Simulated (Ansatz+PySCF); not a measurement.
# singlet MgO: levels of theory in one basis

| atom | x (Å) | y (Å) | z (Å) |
| --- | --- | --- | --- |
| Mg | 0.0000 | 0.0000 | -0.7550 |
| O | 0.0000 | 0.0000 | 1.1325 |

Basis set: def2-SVP (spherical functions). Correlated methods keep 2 orbitals frozen. Charge 0, multiplicity 1.

Computed with Ansatz (development build ahead of 0.2.0); each method stands on the lowest determinant of its kind that the runs found. NEVPT2 correlates all electrons. Active spaces start from the frontier orbitals, and the lowest solution found is given.

| method | E − E(RHF) (eV) | <S²> of the determinant |
| --- | --- | --- |
| RHF | 0.00 | 0.00 |
| UHF | -2.80 | 1.01 |
| UHF-MP2 | -7.18 | 1.01 |
| RHF-CCSD | -7.25 | – |
| UHF-CCSD | -7.52 | 1.01 |
| RHF-CCSD(T) | -7.71 | – |
| UHF-CCSD(T) | -7.61 | 1.01 |
| RHF-CCSDT(Q) | -7.85 | – |
| CASSCF(8,8) | -4.90 | – |
| SC-NEVPT2(8,8) | -7.21 | – |

(1) What does RHF-MP2 give on the same scale?

(2) Is a single determinant a sound starting point here?

Results:

(1) -7.38 eV.

(2) It is doubtful. Unrestricted orbitals lower Hartree–Fock by 2.80 eV and <S²> is 1.01 where a pure state has 0.00, a sign of strong static correlation. The CASSCF(8,8) natural occupations are 1.99, 1.97, 1.97, 1.70, 0.30, 0.03, 0.03, 0.01.

Caution for RHF, RHF-MP2, RHF-CCSD, RHF-CCSD(T), RHF-CCSDT(Q): an unrestricted determinant lies well below. Caution for UHF, UHF-MP2, UHF-CCSD, UHF-CCSD(T): the unrestricted determinant is a mixture of spin states. Caution for RHF-MP2, RHF-CCSD, RHF-CCSD(T), RHF-CCSDT(Q): large amplitudes, a single reference is doubtful. Caution for UHF-MP2, UHF-CCSD, UHF-CCSD(T): a plain start can end on a higher determinant. Caution for UHF-MP2, UHF-CCSD(T): another reference gives a lower total. Caution for RHF-CCSD, RHF-CCSD(T), RHF-CCSDT(Q): the amplitudes may be one of several solutions.
